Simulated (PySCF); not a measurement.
# Potential energy of BN along the bond

Set-up: B 6-31G(d,p), N 6-31G(d,p); no relativity (PySCF 2.14). Energies in eV from B + N in their ground configurations at the same level. All curves are PBE0. state 1: ³Π (triplet), unpaired electrons σ ↑, π ↑; state 2: Ms = 0 determinant of mixed spin (⟨S²⟩ near 1.0), unpaired electrons σ ↓, π ↑, a second solution, started from another occupation; state 3: Ms = 0 determinant of mixed spin (⟨S²⟩ near 0.7), paired orbitals spin-polarised, a second solution, started from another occupation; state 4: ³Σ⁻ (triplet), unpaired electrons π ↑↑, a second solution, started from another occupation.

| R (Å) | state 1 | state 2 | state 3 | state 4 |
| --- | --- | --- | --- | --- |
| 1.139 | -3.326 | -3.109 | -3.453 | -0.048 |
| 1.192 | -4.119 | -3.915 | -3.982 | -1.278 |
| 1.245 | -4.563 | -4.372 | -4.194 | -2.136 |
| 1.284 | -4.722 | -4.540 | -4.196 | -2.590 |
| 1.324 | -4.765 | -4.593 | -4.095 | -2.918 |
| 1.364 | -4.719 | -4.554 | -3.914 | -3.143 |
| 1.417 | -4.551 | -4.394 | -3.582 | -3.317 |
| 1.483 | -4.225 | -4.073 | -3.074 | -3.385 |
| 1.562 | -3.741 | -3.582 | -2.397 | -3.316 |
| 1.668 | -3.051 | -2.855 | -1.485 | -3.073 |

**Question.** Put a parabola through the three lowest points of the state 1 curve and estimate Re, k and ωe (reduced mass 6.164 u; 1 eV/Å² = 0.16022 mdyn/Å; ωe = 1302.8·√(k/μ) cm⁻¹).

**Answer.** Through R = 1.284, 1.324, 1.364 Å the second-order coefficient is 27.8 eV/Å², so Re ≈ 1.323 Å, k ≈ 8.91 mdyn/Å and ωe ≈ 1567 cm⁻¹. A polynomial fit of higher order to the unrounded PBE0 energies gives Re = 1.322 Å, k = 9.28 mdyn/Å, ωe = 1599 cm⁻¹; anharmonicity and rounding make the difference.

The higher-order fit for each curve: state 1: Re = 1.322 Å, ωe = 1599 cm⁻¹, De = 4.77 eV; state 2: Re = 1.325 Å, ωe = 1589 cm⁻¹, minimum 4.59 eV below the ground-state fragments; state 3: Re = 1.265 Å, ωe = 1798 cm⁻¹, minimum 4.21 eV below the ground-state fragments; state 4: Re = 1.484 Å, ωe = 1073 cm⁻¹, minimum 3.38 eV below the ground-state fragments.

⟨S²⟩ of the unrestricted solution departs from its pure value on part of the curve, where spin states mix. The state is the lowest determinant that a PBE0 search found; another state may lie lower at other levels.
